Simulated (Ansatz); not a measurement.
**CCSD(T) against full CI for several species**

Each species is computed at the geometry given (Å), with frozen cores, in Ansatz 0.2.0: RHF-CCSD(T) for singlets, UHF-CCSD(T) otherwise, and full CI in the same basis. The program picks the determinant by trial CCSD, so it needn't be the lowest Hartree–Fock solution. States: HSiC⁺ A'', HMgLi A', HOMg Σ⁺ or Δ, BeH3⁻ A1. Cases whose determinant has another symmetry than full CI's state, or whose (Q) step broke down, weren't drawn.

Judging by size, spin and bonding, rank them by the size of CCSD(T)'s error in total energy against full CI in the same basis, smallest first (an estimate).
A. HSiC⁺, quintet, 6-31G: Si 0.000 -0.083 0.527; C 0.000 0.076 -1.306; H 0.000 1.411 0.869
B. BeH₃⁻, singlet, 6-31++G**: Be 0.000 0.000 0.000; H 2.514 0.025 0.000; H -1.279 2.165 -0.006; H -1.235 -2.190 0.006
C. HMgLi, singlet, cc-pVTZ: Li 1.585 0.000 1.503; Mg -0.486 0.000 -0.366; H 0.810 0.000 -1.535
D. HOMg, doublet, 6-31G: O 0.000 0.000 0.274; Mg 0.000 0.000 -1.495; H 0.000 0.000 1.221

C (13.5 meV), D (19.3 meV), A (26.0 meV), B (51.9 meV).

```
       species      basis  correlated electrons  CCSD(T) − full CI (meV)  CCSDT(Q) − full CI (meV)  unpaired electrons (full CI)     T1  ⟨S²⟩ of the determinant
HMgLi, singlet    cc-pVTZ                     4                     13.5                       0.4                          0.18  0.022                     0.00
 HOMg, doublet      6-31G                     9                     19.3                      -3.3                          1.02  0.023                     0.75
HSiC⁺, quintet      6-31G                     8                     26.0                      -0.2                          4.03  0.032                     6.01
BeH3⁻, singlet  6-31++G**                     6                     51.9                      -2.4                          0.41  0.043                     0.00
```

Unpaired electrons are Σ n²(2−n)² over natural occupations; an open shell counts its own unpaired electrons too. Frozen cores follow each run's orbitals, which moves totals by a few meV.
